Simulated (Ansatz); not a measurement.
A short molecular-dynamics run on SiB2 (the lowest singlet isomer of a short search).

```yaml
crystal:
  periodic: [false, false, false]
  atoms:
    - {symbol: B, position_ang: [0.028393, 0.855917, 0.415395]}
    - {symbol: B, position_ang: [-0.645680, 0.085164, -0.694117]}
    - {symbol: Si, position_ang: [0.617287, -0.941081, 0.278721]}
basis:
  gaussian: {orbitals: def2-SVP}
hamiltonian: {xc: {name: BLYP}}
md: {timestep: 1 fs, n_steps: 15, ensemble: nvt_nose_hoover, temperature: 700, initial_velocities: maxwell_boltzmann, seed: 504}
scf: {omitted_lower_state_checks: [starts]}
```

```sh
$ ansatz run in.yaml --threads 2 --pin off --events-out ev --progress --plain --max-ram 4352MiB
```

```tsv
step	time (fs)	potential energy (eV)	kinetic (eV)	T (K)	conserved (eV)
0	0.0	-9220.0805	0.0905	700	-9219.9901
1	1.0	-9220.0901	0.1000	773	-9219.9901
2	2.0	-9220.0906	0.1005	778	-9219.9901
3	3.0	-9220.0827	0.0928	718	-9219.9899
4	4.0	-9220.0684	0.0786	608	-9219.9897
5	5.0	-9220.0503	0.0607	470	-9219.9895
6	6.0	-9220.0313	0.0419	324	-9219.9894
7	7.0	-9220.0141	0.0248	192	-9219.9892
8	8.0	-9220.0007	0.0116	90	-9219.9891
9	9.0	-9219.9929	0.0038	30	-9219.9891
10	10.0	-9219.9915	0.0024	19	-9219.9891
11	11.0	-9219.9967	0.0076	59	-9219.9891
12	12.0	-9220.0081	0.0189	146	-9219.9892
13	13.0	-9220.0243	0.0351	271	-9219.9893
14	14.0	-9220.0435	0.0541	419	-9219.9895
15	15.0	-9220.0631	0.0736	570	-9219.9897
```

Velocities are drawn at the set temperature; a run this short doesn't reach equilibrium.

The restricted singlet is unstable towards broken spin symmetry at other levels; at RKS BLYP/def2-SVP this wasn't settled.

Frames (Å, forces in eV/Å):

```xyz
3
time=0.0 fs
B     0.028    0.856    0.415    0.181    0.647    0.495
B    -0.646    0.085   -0.694   -0.511   -0.144   -0.644
Si    0.617   -0.941    0.279    0.330   -0.504    0.149
3
time=1.0 fs
B     0.033    0.859    0.422   -0.037    0.376    0.127
B    -0.651    0.081   -0.702   -0.243    0.074   -0.242
Si    0.618   -0.941    0.279    0.279   -0.450    0.115
3
time=2.0 fs
B     0.037    0.863    0.429   -0.236    0.116   -0.215
B    -0.656    0.078   -0.710    0.013    0.270    0.136
Si    0.618   -0.941    0.280    0.222   -0.386    0.079
3
time=3.0 fs
B     0.042    0.867    0.435   -0.409   -0.119   -0.517
B    -0.662    0.074   -0.717    0.247    0.435    0.475
Si    0.618   -0.941    0.280    0.162   -0.316    0.042
3
time=4.0 fs
B     0.045    0.870    0.441   -0.554   -0.325   -0.773
B    -0.667    0.072   -0.724    0.452    0.569    0.767
Si    0.619   -0.941    0.280    0.102   -0.244    0.006
3
time=5.0 fs
B     0.049    0.874    0.447   -0.670   -0.497   -0.982
B    -0.672    0.069   -0.731    0.626    0.672    1.010
Si    0.619   -0.942    0.281    0.044   -0.174   -0.028
3
time=6.0 fs
B     0.052    0.877    0.451   -0.759   -0.636   -1.145
B    -0.676    0.067   -0.737    0.767    0.746    1.204
Si    0.620   -0.942    0.281   -0.008   -0.110   -0.059
3
time=7.0 fs
B     0.054    0.879    0.455   -0.822   -0.741   -1.265
B    -0.680    0.066   -0.741    0.877    0.795    1.350
Si    0.621   -0.943    0.282   -0.054   -0.054   -0.086
3
time=8.0 fs
B     0.055    0.881    0.457   -0.864   -0.814   -1.344
B    -0.683    0.065   -0.745    0.956    0.823    1.452
Si    0.621   -0.943    0.282   -0.092   -0.008   -0.108
3
time=9.0 fs
B     0.056    0.882    0.458   -0.884   -0.856   -1.386
B    -0.685    0.066   -0.747    1.005    0.830    1.512
Si    0.622   -0.943    0.283   -0.121    0.026   -0.125
3
time=10.0 fs
B     0.056    0.882    0.458   -0.885   -0.867   -1.392
B    -0.686    0.067   -0.748    1.026    0.818    1.530
Si    0.622   -0.944    0.283   -0.141    0.049   -0.138
3
time=11.0 fs
B     0.055    0.881    0.457   -0.866   -0.848   -1.361
B    -0.686    0.068   -0.747    1.018    0.788    1.507
Si    0.623   -0.944    0.283   -0.152    0.059   -0.146
3
time=12.0 fs
B     0.053    0.880    0.454   -0.826   -0.796   -1.293
B    -0.685    0.071   -0.745    0.979    0.739    1.441
Si    0.623   -0.945    0.283   -0.154    0.058   -0.149
3
time=13.0 fs
B     0.050    0.878    0.450   -0.763   -0.712   -1.184
B    -0.683    0.074   -0.742    0.910    0.667    1.331
Si    0.623   -0.945    0.284   -0.147    0.046   -0.147
3
time=14.0 fs
B     0.047    0.875    0.445   -0.674   -0.594   -1.031
B    -0.681    0.078   -0.737    0.808    0.570    1.172
Si    0.624   -0.946    0.284   -0.134    0.024   -0.141
3
time=15.0 fs
B     0.043    0.872    0.440   -0.558   -0.441   -0.830
B    -0.678    0.082   -0.732    0.672    0.446    0.961
Si    0.624   -0.946    0.284   -0.114   -0.005   -0.131
```

Hardware: 2 threads of Arm Neoverse V2 on a shared host. Wall time 4.7 s.
